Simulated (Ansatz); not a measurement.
## Worked example: correlation energy of [Br···H···O], triplet

Geometry: a point of a hydrogen-transfer path between rigid fragments, not a stationary point.

```xyz
3

Br    0.0000    0.0000   -1.4920
H     0.0000    0.0000    0.2260
O     0.0000    0.0000    1.2660
```

Basis cc-pVDZ; Ansatz 0.2.0. Correlated methods freeze the noble-gas cores and the filled d shells of p-block atoms, which leaves 14 electrons in 31 orbitals. R marks a restricted (for open shells ROHF) determinant, U an unrestricted one. No spin–orbit coupling is included, and no scalar relativity.

Full CI isn't at hand for all of this; UCCSDT(Q) serves as the reference, and is uncertain by about the last step of the cluster series.

Runs differ by some tens of microhartree through their thresholds and, for an open shell, their frozen cores, so steps under 0.03 kcal/mol mean nothing.

```json
{"level": "UHF", "total energy (hartree)": "-2647.726896"}
{"level": "UMP2", "total energy (hartree)": "-2647.979915"}
{"level": "UCCSD", "total energy (hartree)": "-2648.009115"}
{"level": "UCCSD(T)", "total energy (hartree)": "-2648.013367"}
{"level": "UCCSDT", "total energy (hartree)": "-2648.013939"}
{"level": "UCCSDT(Q)", "total energy (hartree)": "-2648.014439"}
```

Q: What is the correlation energy at UCCSDT(Q), and what share of it do UMP2 and UCCSDT recover?

A: E(corr) = -2648.014439 − (-2647.726896) = -0.287543 hartree = -7.824 eV. UMP2: -0.253019 / -0.287543 = 87.99 %. UCCSDT: -0.287043 / -0.287543 = 99.83 %.

Q: By how many kcal/mol does UCCSD(T) miss UCCSDT(Q) (1 hartree = 627.509 kcal/mol), and which steps make up the rest?

A: -2648.013367 − (-2648.014439) = 0.001072 hartree = 0.67 kcal/mol. Steps: UCCSDT − UCCSD(T) = -0.36, UCCSDT(Q) − UCCSDT = -0.31 kcal/mol. That is within 1 kcal/mol of the reference in this basis, which itself misses far more of the correlation at the basis-set limit.
